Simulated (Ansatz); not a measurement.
Elements on the sites of an ideal bcc lattice, at a guessed lattice constant:

```
Mg Cu
1.0
     6.93615    0.00000    0.00000
     0.00000    6.93615    0.00000
     0.00000    0.00000    6.93615
Mg Cu
13 3
Direct
  0.00000 0.00000 0.00000
  0.50000 0.00000 0.00000
  0.00000 0.50000 0.00000
  0.00000 0.00000 0.50000
  0.25000 0.25000 0.25000
  0.50000 0.50000 0.00000
  0.75000 0.25000 0.25000
  0.00000 0.50000 0.50000
  0.25000 0.25000 0.75000
  0.50000 0.50000 0.50000
  0.75000 0.75000 0.25000
  0.25000 0.75000 0.75000
  0.75000 0.75000 0.75000
  0.50000 0.00000 0.50000
  0.25000 0.75000 0.25000
  0.75000 0.25000 0.75000
```

Cell and atoms were relaxed without symmetry on coarser meshes and computed once more. Level of theory: DFT PBE, scalar-relativistic, plane waves, PAW (Ansatz).

Plane waves to 420 eV, a k mesh through Γ of 5×5×5 on the computed 16-atom cell and Gaussian smearing (0.10 eV); no spin polarisation.

The relaxation ran on 2×2×2 (shifted) and then 3×3×4 k points with a smearing of 0.1 eV, from sites shaken by 0.02 Å.

Task: What does the relaxation give?

Result: A volume of 20.20 Å³/atom and no gap on the mesh. It lies 0.01 eV/atom above the elements' standard states (static lattices, no corrections for gases). The atoms leave their sites by 0.52 Å (root mean square) and 0.74 Å at most, and the cell stretches by up to 8.6 % at fixed volume.

```yaml
crystal:
  lattice:
    - [7.14881, 0.28130, 0.11421]
    - [0.28132, 7.14895, 0.11406]
    - [0.10182, 0.10178, 6.33644]
  atoms:
    - { symbol: Mg, position: [0.98039, 0.94897, 0.01237] }
    - { symbol: Mg, position: [0.56166, 0.06076, 0.93871] }
    - { symbol: Mg, position: [0.03215, 0.53123, 0.00126] }
    - { symbol: Mg, position: [0.93871, 0.97477, 0.51889] }
    - { symbol: Mg, position: [0.25840, 0.15233, 0.27009] }
    - { symbol: Mg, position: [0.44988, 0.47946, 0.01237] }
    - { symbol: Mg, position: [0.77899, 0.27807, 0.24118] }
    - { symbol: Mg, position: [0.03119, 0.53029, 0.48121] }
    - { symbol: Mg, position: [0.19996, 0.21363, 0.75411] }
    - { symbol: Mg, position: [0.47569, 0.43780, 0.51890] }
    - { symbol: Mg, position: [0.65324, 0.75749, 0.27008] }
    - { symbol: Mg, position: [0.30560, 0.80470, 0.68369] }
    - { symbol: Mg, position: [0.71454, 0.69906, 0.75412] }
    - { symbol: Cu, position: [0.56081, 0.05991, 0.52238] }
    - { symbol: Cu, position: [0.25838, 0.75746, 0.24822] }
    - { symbol: Cu, position: [0.80413, 0.30323, 0.76147] }
```

The final mesh leaves forces up to 0.03 eV/Å and stresses up to 1.2 GPa: the relaxation ran on a coarser mesh, so the cell's shape, its bonds and its energy belong partly to that mesh.